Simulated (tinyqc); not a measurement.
Inside a calculation. Method: Pariser-Parr-Pople SCF with singles CI, for the molecule C=C1C(O)=C1Cl (SMILES; centres numbered as the heavy atoms are written). One step of it, computed by the program tinyqc.

Problem. Iteration 2: orbitals and new P. Diagonalise F (the basis is taken as orthonormal) and form P = 2 sum c c over the lowest orbitals; 0.3 of the old P is kept.

F (eV):
```
,1C,2C,3C,4O,5C,6Cl
1C,-4.993598,-5.259878,0.633838,-0.199588,0.794480,-0.201588
2C,-5.259878,-4.513662,-3.897567,0.428891,-4.058086,0.368916
3C,0.633838,-3.897567,-6.713449,-4.398676,-4.925604,0.581130
4O,-0.199588,0.428891,-4.398676,-13.494989,0.841178,-0.224388
5C,0.794480,-4.058086,-4.925604,0.841178,-6.308208,-2.942263
6Cl,-0.201588,0.368916,0.581130,-0.224388,-2.942263,-13.434366
```

pi electrons, sum of z_r less the charge = 8

P after iteration 1:
```
,1C,2C,3C,4O,5C,6Cl
1C,1.454879,0.759844,-0.263906,0.108801,-0.330791,0.112169
2C,0.759844,0.935478,0.399093,-0.169439,0.441587,-0.151447
3C,-0.263906,0.399093,0.962258,0.496109,0.671340,-0.238579
4O,0.108801,-0.169439,0.496109,1.753996,-0.332339,0.121984
5C,-0.330791,0.441587,0.671340,-0.332339,1.020216,0.345475
6Cl,0.112169,-0.151447,-0.238579,0.121984,0.345475,1.873174
```

Give: orbital energies; P after iteration 2.

Solution.

orbital energies (eV): -16.8817  -14.5482  -12.4746  -7.9241  -0.0709  2.4412

P after iteration 2:
```
,1C,2C,3C,4O,5C,6Cl
1C,1.3811,0.8116,-0.2661,0.0931,-0.3187,0.0861
2C,0.8116,0.9323,0.3728,-0.1337,0.4009,-0.1091
3C,-0.2661,0.3728,0.9543,0.4316,0.7377,-0.2206
4O,0.0931,-0.1337,0.4316,1.8170,-0.3162,0.0965
5C,-0.3187,0.4009,0.7377,-0.3162,1.0037,0.2913
6Cl,0.0861,-0.1091,-0.2206,0.0965,0.2913,1.9117
```
